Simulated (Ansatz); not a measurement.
**Elastic constant C11 of litharge PbO at several levels of theory**

No measured value is used here.

| level (code) | value (GPa) | cell (Å³/atom) |
|---|---|---|
| LDA (Ansatz) | [?] | 19.02 |
| PBEsol (Ansatz) | 67.8 | 20.22 |
| r²SCAN (Ansatz) | 66.5 | 21.19 |

Problem. Some entries are withheld; supply them.

Solution. 
- LDA (Ansatz, a program for electronic structure), value (GPa): 80.2

Density-functional levels without +SOC have no spin–orbit coupling. LDA, PBEsol, r²SCAN: the cell comes from a level without a dispersion term, which matters for the spacing of layers, chains or molecules. Each level is taken at its own relaxed cell. Cutoffs differ between the levels. Ansatz's density-functional and Hartree–Fock values are scalar-relativistic unless marked +SOC, with PAW data made under PBE.
